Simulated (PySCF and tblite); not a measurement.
The numbers below are computed, except where a source is named.
Molecule: C6H11 (charge -1), numbered as in [CH2-:1][CH:2]1[CH2:3][CH2:4][CH2:5][CH2:6]1.

The mean out-of-plane torsion at C1 (0° is planar) is held and the rest relaxed at GFN2-xTB. Energies: revPBE/pcSseg-1 + D3(BJ). (tblite 0.8, PySCF 2.14.)

The ion is treated without a counter-ion.

GFN2-xTB profile:

(out-of-plane angle °, kcal/mol): (-48, 2.46), (-40, 0.00), (-30, 1.99), (-16, 6.28), (0, 9.15), (16, 6.32), (30, 2.00), (40, 0.01), (48, 2.48)

Task: Give the DFT energy along the out-of-plane angle.

Result: 
```json
{"out-of-plane angle °": "-48", "E kcal/mol": "1.85"}
{"out-of-plane angle °": "-40", "E kcal/mol": "0.01"}
{"out-of-plane angle °": "-30", "E kcal/mol": "1.37"}
{"out-of-plane angle °": "-16", "E kcal/mol": "5.37"}
{"out-of-plane angle °": "0", "E kcal/mol": "6.84"}
{"out-of-plane angle °": "16", "E kcal/mol": "5.15"}
{"out-of-plane angle °": "30", "E kcal/mol": "1.28"}
{"out-of-plane angle °": "40", "E kcal/mol": "0.00"}
{"out-of-plane angle °": "48", "E kcal/mol": "1.89"}
```

Task: Where is the lowest sampled point, and what does the planar form cost?

Result: At 40°; the point at 0° lies 6.84 kcal/mol above it.
